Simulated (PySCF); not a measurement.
# Simulated absorption spectrum

Compound: C5H8P (charge +1).
Structure used (GFN2-xTB), in Å, numbered top down from 1:
```xyz
14
C5H8P angstrom
C     -0.5345    1.2917   -0.4533
C      0.7967    1.2717   -0.3426
P      1.6394   -0.1971    0.1889
C      0.3789   -1.4130    0.4759
C     -0.9096   -1.1181    0.2828
C     -1.4756    0.1775   -0.1726
H     -1.0112    2.2070   -0.7819
H      1.3981    2.1415   -0.5713
H      2.3975    0.0297    1.3210
H      2.5581   -0.6261   -0.7489
H      0.6931   -2.3928    0.8102
H     -1.6485   -1.8874    0.4698
H     -2.2059    0.5190    0.5722
H     -2.0773   -0.0041   -1.0724
```

Level of theory: TDDFT PBE0/def2-SVPD, vertical, gas phase, core orbitals frozen in the response in PySCF.

Computed states:

| state | E (eV) | f |
| --- | --- | --- |
| S1 | 6.01 | 0.0084 |
| S2 | 6.26 | 0.051 |
| S3 | 6.82 | 0.017 |
| S4 | 7.04 | 0.0000 |
| S5 | 7.06 | 0.0004 |
| S6 | 7.21 | 0.0000 |
| S7 | 7.32 | 0.0019 |
| S8 | 7.54 | 0.610 |

Broadening: Gaussians 0.25 eV wide at half height, area fixed by f = 4.319×10⁻⁹ ∫ε dν̃. The width is an assumption, not a result. The curve ends short of the highest state used, and states not computed would add to its high-energy end.

Q: What does the envelope look like, and where are its maxima?

A: 
```tsv
E (eV)	ε (L mol⁻¹ cm⁻¹)
5.63	2
5.66	4
5.69	11
5.72	24
5.75	49
5.78	93
5.81	163
5.85	307
5.88	453
5.91	621
5.94	800
5.97	980
6.00	1169
6.03	1395
6.06	1706
6.09	2155
6.12	2771
6.15	3527
6.18	4328
6.21	5026
6.24	5461
6.27	5517
6.30	5165
6.33	4472
6.36	3578
6.39	2645
6.42	1807
6.45	1142
6.49	559
6.52	321
6.55	216
6.58	216
6.61	304
6.64	475
6.67	719
6.70	1018
6.73	1333
6.76	1614
6.79	1805
6.82	1864
6.85	1778
6.88	1569
6.91	1281
6.94	970
```

Maxima: 198 nm (6.26 eV), ε about 5500, made up of S2 (99%); 182 nm (6.82 eV), ε about 1900, made up of S3 (100%) (ε in L mol⁻¹ cm⁻¹; maxima over ε = 5, shares over 10%).

Q: Does any computed singlet lie in the visible range?

A: No computed singlet lies in the visible range (380 to 750 nm); the lowest, at 206 nm, stands 2.74 eV above its violet end (3.26 eV).

Q: What would ε be at 6.26 eV, the highest of these maxima, with half the width (0.125 eV)?

A: About 11000 L mol⁻¹ cm⁻¹ against 5540, a factor of about 1.98; a lone state at its own centre would give exactly 2.

Q: On this curve, what absorbance would a 10⁻³ mol/L sample give at 193 nm over a 1 cm path?

A: 193 nm is 6.424 eV, where ε is about 1700 L mol⁻¹ cm⁻¹, so A = ε c l ≈ 1.7 (Beer–Lambert, with the gas-phase spectrum and the assumed width).
